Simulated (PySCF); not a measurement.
# C₄H₉O₂ radical: open-shell or spin-flip excitations

What do calculations give for the open-shell or spin-flip excitations of C₄H₉O₂ radical (`CC(C)OC[O]`)?

Computed with PySCF 2.14.0 and routines of our own; the level stands in each step. Atoms count from 0.

## Step 1: The starting structure

15 atoms, charge 0, multiplicity 2; geometry from: GFN2-xTB.

## Step 2: Open-shell or spin-flip excitations: unrestricted TDDFT wB97X-D/def2-SVPD

What the job is given:

```
{"job": {"kind": "uabs", "xc": "wB97X-D", "basis": "def2-SVPD", "nstates": 10, "tda": false}, "charge": 0, "multiplicity": 2}
C      0.995468    -0.570855    -0.934794
C      0.165199     0.395142    -0.084386
C      1.042350     1.327638     0.738479
O     -0.666286    -0.319099     0.816224
C     -1.838123    -0.876556     0.263847
O     -2.075057    -0.750978    -0.981183
H      0.337450    -1.200112    -1.528395
H      1.605590    -1.197858    -0.288880
H      1.638449    -0.006675    -1.603777
H     -0.489209     0.967810    -0.760526
H      1.682036     0.747449     1.398330
H      0.426297     1.985967     1.345033
H      1.662150     1.927624     0.078789
H     -1.824872    -1.952437     0.603562
H     -2.665855    -0.469070     0.915764
```

Method: unrestricted TDDFT wB97X-D/def2-SVPD, vertical, gas phase, core orbitals frozen in the response.

The run is started by

```bash
OMP_NUM_THREADS=1 python excited_run.py task.json out
```

One launch serves the whole session: the jobs run in the order shown.

Log:

```text
coarse grid: 12096 points
cycle   1  E = -307.6612368307  dE =  8.618e-01  |g| = 6.250e-01  |ddm| = 3.548e+00
cycle   2  E = -307.5377517032  dE =  1.235e-01  |g| = 8.899e-01  |ddm| = 1.472e+00
cycle   3  E = -307.8300165237  dE = -2.923e-01  |g| = 1.320e-01  |ddm| = 8.784e-01
cycle   4  E = -307.8364261802  dE = -6.410e-03  |g| = 8.699e-02  |ddm| = 1.800e-01
cycle   5  E = -307.8400187725  dE = -3.593e-03  |g| = 2.773e-02  |ddm| = 8.825e-02
cycle   6  E = -307.8410549352  dE = -1.036e-03  |g| = 1.931e-02  |ddm| = 6.047e-02
cycle   7  E = -307.8419085970  dE = -8.537e-04  |g| = 8.372e-03  |ddm| = 7.856e-02
cycle   8  E = -307.8421623232  dE = -2.537e-04  |g| = 2.259e-03  |ddm| = 5.508e-02
cycle   9  E = -307.8421840381  dE = -2.171e-05  |g| = 8.731e-04  |ddm| = 1.567e-02
cycle  10  E = -307.8421859139  dE = -1.876e-06  |g| = 4.010e-04  |ddm| = 4.060e-03
final grid: 115600 points
cycle  11  E = -307.9037790945  dE = -2.142e-04  |g| = 5.175e-03  |ddm| = 8.728e-02
cycle  12  E = -307.9037878636  dE = -8.769e-06  |g| = 3.751e-03  |ddm| = 1.647e-02
cycle  13  E = -307.9037949726  dE = -7.109e-06  |g| = 6.515e-04  |ddm| = 6.462e-03
cycle  14  E = -307.9037954908  dE = -5.183e-07  |g| = 4.667e-04  |ddm| = 1.769e-03
cycle  15  E = -307.9037957883  dE = -2.975e-07  |g| = 2.978e-04  |ddm| = 8.563e-04
cycle  16  E = -307.9037960278  dE = -2.395e-07  |g| = 1.767e-04  |ddm| = 9.000e-04
cycle  17  E = -307.9037962459  dE = -2.181e-07  |g| = 1.104e-04  |ddm| = 1.229e-03
cycle  18  E = -307.9037963525  dE = -1.066e-07  |g| = 6.583e-05  |ddm| = 9.729e-04
cycle  19  E = -307.9037963977  dE = -4.523e-08  |g| = 4.896e-05  |ddm| = 6.131e-04
cycle  20  E = -307.9037964218  dE = -2.407e-08  |g| = 3.080e-05  |ddm| = 4.764e-04
cycle  21  E = -307.9037964315  dE = -9.701e-09  |g| = 1.668e-05  |ddm| = 3.726e-04
cycle  22  E = -307.9037964334  dE = -1.873e-09  |g| = 6.543e-06  |ddm| = 1.842e-04
cycle  23  E = -307.9037964335  dE = -1.080e-10  |g| = 2.868e-06  |ddm| = 3.580e-05
converged SCF energy = -307.9037964335

Static polarisability (au): isotropic 62.837, principal 54.286 60.750 73.475

<S^2> of the reference = 0.7565 (exact 0.7500)

Excitations
state   eV       nm        f      <S^2>   main configurations
  1   1.1194   1107.6   0.00033   0.758   H-1b->Lb 0.88
  2   2.5040    495.1   0.03029   0.762   Hb->Lb 0.93
  3   3.8624    321.0   0.00058   0.764   H-2b->Lb 0.68, H-4b->Lb 0.17
  4   5.1206    242.1   0.00755   0.766   H-4b->Lb 0.49, H-2b->Lb 0.25, H-9b->Lb 0.13
  5   5.5821    222.1   0.01125   0.768   H-3b->Lb 0.86
  6   6.2476    198.5   0.00820   0.766   H-9b->Lb 0.36, H-7b->Lb 0.26, H-4b->Lb 0.26
  7   6.6494    186.5   0.00585   0.770   H-6b->Lb 0.81
  8   7.0275    176.4   0.00840   0.770   H-5b->Lb 0.80, H-9b->Lb 0.09
  9   7.3619    168.4   0.00726   1.218   Ha->La 0.84
 10   7.4355    166.7   0.01875   0.771   H-7b->Lb 0.34, H-9b->Lb 0.20, H-5b->Lb 0.14, H-8b->Lb 0.11
```

Wall time 92 s (1 thread of Arm Neoverse V2, shared host); peak memory 0.72 GiB.

In short:

```csv
quantity,value
⟨S²⟩,0.756
```

Löwdin spin populations:

C0 0.01; C1 0.00; C2 0.00; O3 0.07; C4 0.08; O5 0.64; H6 0.00; H7 0.00; H8 0.00; H9 0.00; H10 0.00; H11 0.00; H12 0.00; H13 0.10; H14 0.10

With diffuse functions Löwdin's scheme smears the spin, so small populations can have the wrong sign.

## Step 3: Open-shell or spin-flip excitations: unrestricted TDDFT mPW1PW91/cc-pVDZ

The job, as its differences from that of step 2:

```diff
@@ -1,2 +1,2 @@
-{"job": {"kind": "uabs", "xc": "wB97X-D", "basis": "def2-SVPD", "nstates": 10, "tda": false}, "charge": 0, "multiplicity": 2}
+{"job": {"kind": "uabs", "xc": "mPW1PW91", "basis": "cc-pVDZ", "nstates": 25, "tda": false, "scf": {"guess": "sap", "fallback": true}}, "charge": 0, "multiplicity": 2}
 C      0.995468    -0.570855    -0.934794
```

Level: unrestricted TDDFT mPW1PW91/cc-pVDZ, vertical, gas phase, core orbitals frozen in the response.

Log:

```text
final grid: 115600 points
cycle   1  E = -293.7692816850  dE =  1.087e+01  |g| = 4.660e+00  |ddm| = 1.577e+01
cycle   2  E = -243.7598535030  dE =  5.001e+01  |g| = 7.482e+00  |ddm| = 2.658e+01
cycle   3  E = -305.0976000960  dE = -6.134e+01  |g| = 2.421e+00  |ddm| = 2.240e+01
cycle   4  E = -307.1250657919  dE = -2.027e+00  |g| = 1.492e+00  |ddm| = 5.755e+00
cycle   5  E = -307.9729516821  dE = -8.479e-01  |g| = 6.793e-01  |ddm| = 2.823e+00
cycle   6  E = -308.1230881268  dE = -1.501e-01  |g| = 2.563e-01  |ddm| = 1.050e+00
cycle   7  E = -308.1443379530  dE = -2.125e-02  |g| = 1.453e-01  |ddm| = 4.887e-01
cycle   8  E = -308.1524252280  dE = -8.087e-03  |g| = 4.699e-02  |ddm| = 1.773e-01
cycle   9  E = -308.1533131995  dE = -8.880e-04  |g| = 2.041e-02  |ddm| = 7.770e-02
cycle  10  E = -308.1534892056  dE = -1.760e-04  |g| = 5.457e-03  |ddm| = 3.299e-02
cycle  11  E = -308.1535044828  dE = -1.528e-05  |g| = 1.014e-03  |ddm| = 1.051e-02
cycle  12  E = -308.1535051453  dE = -6.625e-07  |g| = 2.863e-04  |ddm| = 2.163e-03
cycle  13  E = -308.1535053057  dE = -1.604e-07  |g| = 1.435e-04  |ddm| = 1.129e-03
cycle  14  E = -308.1535053977  dE = -9.200e-08  |g| = 9.289e-05  |ddm| = 9.330e-04
cycle  15  E = -308.1535054567  dE = -5.894e-08  |g| = 6.983e-05  |ddm| = 8.460e-04
cycle  16  E = -308.1535054934  dE = -3.676e-08  |g| = 4.802e-05  |ddm| = 8.180e-04
cycle  17  E = -308.1535055109  dE = -1.744e-08  |g| = 1.433e-05  |ddm| = 8.945e-04
cycle  18  E = -308.1535055113  dE = -4.547e-10  |g| = 1.227e-05  |ddm| = 1.253e-04
converged SCF energy = -308.1535055113

Static polarisability (au): isotropic 55.047, principal 47.344 52.908 64.890

<S^2> of the reference = 0.7565 (exact 0.7500)

Excitations
state   eV       nm        f      <S^2>   main configurations
  1   1.1407   1086.9   0.00043   0.759   H-1b->Lb 0.90
  2   2.4380    508.5   0.02541   0.760   Hb->Lb 0.94
  3   3.7326    332.2   0.00084   0.762   H-2b->Lb 0.82, H-4b->Lb 0.09
  4   4.8834    253.9   0.00620   0.764   H-4b->Lb 0.68, H-2b->Lb 0.13
  5   5.1461    240.9   0.00765   0.765   H-3b->Lb 0.91
  6   6.0723    204.2   0.00429   0.764   H-7b->Lb 0.34, H-9b->Lb 0.22, H-6b->Lb 0.16, H-4b->Lb 0.14
  7   6.1947    200.1   0.01012   0.767   H-6b->Lb 0.78
  8   6.3090    196.5   0.00010   0.765   H-5b->Lb 0.86
  9   7.1056    174.5   0.02010   0.770   H-7b->Lb 0.36, H-9b->Lb 0.34, H-8b->Lb 0.24
 10   7.5806    163.6   0.00115   0.856   H-8b->Lb 0.51, H-9b->Lb 0.22, Ha->La 0.14
 11   7.6877    161.3   0.02086   1.289   Ha->La 0.70, H-8b->Lb 0.11, Ha->L+1a 0.09
 12   8.0773    153.5   0.00373   0.816   H-10b->Lb 0.80
 13   8.1858    151.5   0.00400   1.799   Hb->L+1b 0.90
 14   8.3049    149.3   0.00879   1.513   Ha->L+1a 0.70, Ha->La 0.12
 15   8.6496    143.3   0.01996   1.934   H-1b->L+1b 0.37, Hb->L+2b 0.22, Ha->L+2a 0.12, H-1b->L+2b 0.10
 16   8.6958    142.6   0.00535   1.643   Hb->L+2b 0.59, H-1b->L+1b 0.19
 17   8.8783    139.6   0.02164   1.973   Ha->L+2a 0.50, Ha->L+4a 0.11, H-1b->L+1b 0.08
 18   8.9658    138.3   0.01023   0.985   H-11b->Lb 0.75
 19   9.0337    137.2   0.01397   1.600   H-1a->La 0.34, Ha->L+3a 0.15, H-11b->Lb 0.12
 20   9.1154    136.0   0.02256   1.490   H-1a->La 0.32, Ha->L+4a 0.19, Ha->L+2a 0.16, H-1b->L+1b 0.08
 21   9.1839    135.0   0.01814   1.905   Ha->L+3a 0.24, Hb->L+3b 0.17, Ha->L+4a 0.13, H-1a->La 0.09
 22   9.3148    133.1   0.02333   1.277   Hb->L+3b 0.60, Ha->L+3a 0.13
 23   9.3652    132.4   0.04508   2.109   H-1b->L+2b 0.57, Ha->L+3a 0.17
 24   9.5502    129.8   0.01756   1.104   Hb->L+5b 0.43, Ha->L+4a 0.25
 25   9.5826    129.4   0.00399   1.586   Hb->L+4b 0.30, H-1a->L+1a 0.22, H-2a->La 0.11, H-1b->L+2b 0.08
```

Wall time 70 s (1 thread of Arm Neoverse V2, shared host); peak memory 0.58 GiB.

Key values:

```csv
quantity,value
⟨S²⟩,0.756
```

## Step 4: What came out

| quantity | value |
| --- | --- |
| lowest and brightest state of nearly pure spin, of 10 (step 2, unrestricted TDDFT wB97X-D/def2-SVPD) | 1.12 eV; 2.50 eV, f = 0.030 |
| lowest and brightest state of nearly pure spin, of 25 (step 3, unrestricted TDDFT mPW1PW91/cc-pVDZ) | 1.14 eV; 2.44 eV, f = 0.025 |

What this shows: States whose ⟨S²⟩ lies well above the reference's are mixtures of spin states, an artefact of the unrestricted response, and are left out of the summary. The lowest state of nearly pure spin runs from 1.12 to 1.14 eV over the runs.
